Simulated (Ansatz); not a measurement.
## Rock-salt TiN

Calculation: r²SCAN+rVV10 in Ansatz (PAW).

Run with plane-wave cutoff 500 eV, 16×16×16 k mesh, Fermi–Dirac smearing 0.05 eV, no spin polarisation, scalar-relativistic PAW data made under PBE.

Cell: relaxed at this level.

* **volume per atom**: 9.43 Å³/atom
* **lattice constant a**: 4.225 Å

Measured, for comparison: equilibrium volume per atom 9.52 Å³/atom, lattice constant a 4.239 Å (temperature not stated, not corrected to a static lattice; as tabulated in Zhang et al. (2018), doi:10.1088/1367-2630/aac7f0). Computed (rounded) less measured: equilibrium volume per atom -0.9 %, lattice constant a -0.3 %. A static lattice is as a rule a little smaller and stiffer than an uncorrected measurement, which can account for part of this.

Note: the run has no spin polarisation, so it can have missed a magnetic state.

Static lattice: no zero-point or thermal effects.

Cost on a shared machine: roughly 15 core-seconds.

Ansatz is a first-principles code.
